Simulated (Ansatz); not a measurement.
Species: H$_{3}$Si, SMILES `[SiH3]` (charge 0, multiplicity 2), formula H3Si.

### Question
How many basis functions does frozen-core CCSD(T)/cc-pVTZ // B3LYP-D3(BJ)/def2-TZVP run with Ansatz (a quantum-chemistry and plane-wave program) use, how many core orbitals are frozen, and how many electrons are correlated?

### Answer
76 basis functions and 5 frozen orbitals, which leaves 7 correlated electrons. Core time is of the order of seconds.
